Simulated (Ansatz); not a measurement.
# AlH2+ (triplet): the correlation ladder at distance Al1–H2 = 1.382 Å, cc-pVQZ

How much of the correlation energy of AlH2+ (triplet) does each wave-function method recover here?

The runs use Ansatz 0.2.0, Gaussian basis; cc-pVQZ, core rule «outside noble gas», up to 5 orbitals frozen.

To be run: UHF; CCSD(T) on ROHF; CCSD(T) on UHF; BCCD(T) on ROHF; CCSDT(Q) on ROHF; CCSDT(Q) on UHF; Full CI.

4 further runs of the same task are left out: 4 for a known fault of the program. Runs told in other sessions of the task aren't counted.

**1. The system**

The geometry derives from a PBE0/def2-TZVP stationary point (not a proven minimum). One bond is set to the value named and the two fragments are kept rigid.

3 atoms, charge 1, spin multiplicity 3.

Atoms are counted from 1 here; the program's logs count them from 0.

Bond lengths: Al1–H2 1.382 Å, Al1–H3 1.722 Å. Angles: H2–Al1–H3 63.0°.

Coordinates:

| atom | x (Å) | y (Å) | z (Å) |
| --- | --- | --- | --- |
| Al1 | 0.0000 | 0.0062 | -0.0920 |
| H2 | 0.0000 | 0.7281 | 1.0865 |
| H3 | 0.0000 | -0.8934 | 1.3766 |

**2. UHF**

File in.yaml:

```yaml
crystal:
  periodic: [false, false, false]
  atoms:
    - {symbol: Al, position_ang: [0.000000, 0.006177, -0.092011]}
    - {symbol: H, position_ang: [0.000000, 0.728051, 1.086471]}
    - {symbol: H, position_ang: [0.000000, -0.893402, 1.376580]}
basis:
  gaussian: {orbitals: cc-pVQZ}
total_charge: 1
magnetization: {spin_polarized: true, initial_magnetization: 2}
hamiltonian: {xc: hf}
output: {orbitals: {seedname: orbitals}}
```

Run with:

```
ansatz run in.yaml --threads 1 --pin off --events-out ev --progress --plain --max-ram 4096MiB --backend cpu
```

After this run come: CCSD(T) on ROHF; CCSD(T) on UHF; BCCD(T) on ROHF; CCSDT(Q) on ROHF; CCSDT(Q) on UHF; Full CI.

**Question.** What will the summary of the whole plan be? Wanted: FCI from the RHF energy; RMP2 from FCI; UMP2 from FCI; RCCSD from FCI; RCCSD(T) from FCI; UCCSD(T) from FCI; RCCSDT(Q) from FCI; UCCSDT(Q) from FCI; T1 diagnostic.

The runs gave:

| quantity | value |
| --- | --- |
| FCI from the ROHF energy | -1.8215 eV |
| RMP2 from FCI | +42.3 kJ/mol |
| UMP2 from FCI | +40.7 kJ/mol |
| RCCSD from FCI | +4.9 kJ/mol |
| RCCSD(T) from FCI | +1.1 kJ/mol |
| UCCSD(T) from FCI | +1.0 kJ/mol |
| RCCSDT(Q) from FCI | 0.0 kJ/mol |
| UCCSDT(Q) from FCI | -0.2 kJ/mol |
| levels within 1 kcal/mol (43 meV) | RCCSD(T), UCCSD(T), BCCD(T), RCCSDT, UCCSDT, RCCSDT(Q), UCCSDT(Q) |
| T1 diagnostic | 0.043 |
| effectively unpaired electrons | 2.02 |

RCCSD(T) misses by +1.1 kJ/mol, 0.7 % of the correlation energy. The occupations are near whole numbers, but T1 = 0.043 shows that the orbitals relax strongly. These misses are within one basis, not against nature; the frozen cores of restricted and unrestricted runs differ, which can shift their rows.

Levels on UHF freeze UHF's core orbitals, full CI those of ROHF, so the U rows can settle a little off it for that reason alone.
